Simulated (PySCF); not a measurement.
# Löwdin shares of the frontier orbitals

Compound: H₇PSi₂.
SMILES with atom numbers: `[SiH3:1][PH:2][SiH3:3]` (hydrogens: H4, H5, H6 on Si1; H7 on P2; H8, H9, H10 on Si3)

Geometry (GFN2-xTB, Å), atoms numbered from 1 in this order:
```
atom  x, y, z in Å
Si1   -1.7487   -0.0669   -0.0788
P2     0.0685    1.1196   -0.5863
Si3    1.7316   -0.2689   -0.0628
H4    -1.9416   -1.0245   -1.1656
H5    -2.8613    0.8782   -0.0017
H6    -1.6369   -0.7881    1.1929
H7     0.1059    1.8266    0.5970
H8     1.8240   -1.2411   -1.1496
H9     1.5239   -0.9740    1.2056
H10    2.9433    0.5438    0.0268
```

Method used: PySCF, TDDFT B3LYP/def2-SVPD, vertical, gas phase, core orbitals frozen in the response.

Kohn–Sham orbitals with the atoms that hold most of them (Löwdin shares over 4%, at most four atoms; ? is withheld):

```csv
orbital,ε (eV),atoms
LUMO+2,0.00,"P2 27%, Si1 22%, Si3 22%, H6 7%"
LUMO+1,-0.14,"P2 23%, Si3 21%, Si1 21%, H10 10%"
LUMO,?,?
HOMO,-7.02,?
HOMO-1,-8.50,"P2 35%, Si3 20%, Si1 20%, H5 9%"
HOMO-2,-9.31,"P2 22%, Si1 16%, Si3 16%, H7 14%"
HOMO-3,-9.73,"Si1 22%, Si3 22%, H6 17%, H9 16%"
```

Task: Give the leading atoms of the LUMO.

Result: Si3 (bonded to P and 3 H) 21%; Si1 (bonded to P and 3 H) 21%; P2 (bonded to 2 Si and H) 17%; H7 (bonded to P) 8%. By element: silicon 42%, phosphorus 17%, hydrogen 8% or more.

Task: Which atoms hold the HOMO, and with what shares?

Result: P2 (bonded to 2 Si and H) 63%; Si1 (bonded to P and 3 H) 11%; Si3 (bonded to P and 3 H) 11%; H7 (bonded to P) 6%. By element: phosphorus 63%, silicon 22%, hydrogen 6% or more.

Task: What is the LUMO energy, and the HOMO–LUMO gap?

Result: ε(LUMO) = -0.18 eV; the gap is 6.85 eV (0.2516 hartree).

Task: How does S1 compare with the orbital gap of 6.85 eV?

Result: S1 is at 5.85 eV (f = 0.0046), 1.00 eV below the gap, made of HOMO→LUMO+1 (88%). Its leading pair isn't HOMO and LUMO; the energies of that pair differ by 6.89 eV. 

Task: Give energy, strength and leading configuration of S1, S2 and S8, and follow the Löwdin shares of the leading atoms from the occupied to the empty orbital.

Result: 
- S1 (5.85 eV, f 0.0046), HOMO→LUMO+1 (88%): P2 63% → 23%, Si1 11% → 21%, Si3 11% → 21%
- S2 (5.91 eV, f 0.048), HOMO→LUMO (92%): P2 63% → 17%, Si1 11% → 21%, Si3 11% → 21%
- S8 (7.43 eV, f 0.014), HOMO-1→LUMO (85%): P2 35% → 17%, Si3 20% → 21%, Si1 20% → 21%

Löwdin shares depend on the basis, the more so with diffuse functions.

On one thread of an x86-64 server (shared host), this took 12 s wall.
